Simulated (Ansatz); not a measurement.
Ideal-gas functions of C₂H₃O+ (`CC#[O+]`) at 600 K and 1 bar, from an Ansatz frequency run at PBE0-D4/def2-TZVP.

Molar mass 43.05 g/mol, point group C3v (symmetry number 3), electronic degeneracy 1, moments of inertia 3.286, 54.44, 54.44 u Å². Harmonic wavenumbers (cm⁻¹, unscaled): 425, 425, 936, 1020, 1020, 1356, 1387, 1387, 2413, 3017, 3108, 3108.

Use S(trans) = R[1.5 ln M + 2.5 ln T − 1.1517]; rotational temperatures θ = 24.2544 K / I; S(rot) = R[ln(√π/σ · √(T³/θAθBθC)) + 1.5]; for each mode x = 1.438777 ν̃/T, S = R[x/(eˣ − 1) − ln(1 − e⁻ˣ)] and H = RT x/(eˣ − 1); 1 cm⁻¹ = 0.0119627 kJ/mol; R = 8.31446 J/(mol·K).

By hand: the entropy, in J/(mol·K).

Translation 170.3. Rotation: θ = 7.3811, 0.4455, 0.4455 K, giving 86.3. Vibration, mode by mode: 8.51, 8.51, 3.14, 2.68, 2.68, 1.42, 1.34, 1.34, 0.17, 0.05, 0.04, 0.04, in all 29.9. Electronic 0.0. Sum 286.5 J/(mol·K).

By hand: H − E and G − E in kJ/mol, counted from the electronic energy.

Zero-point energy ½ × 19602 × 0.0119627 = 117.2; thermal vibration 11.4; translation, rotation and pV give 4 RT = 20.0. H − E = 148.6 kJ/mol, and G − E = 148.6 − 600 × 286.5/1000 = -23.3 kJ/mol.

Vibration gives 10 % of the entropy.
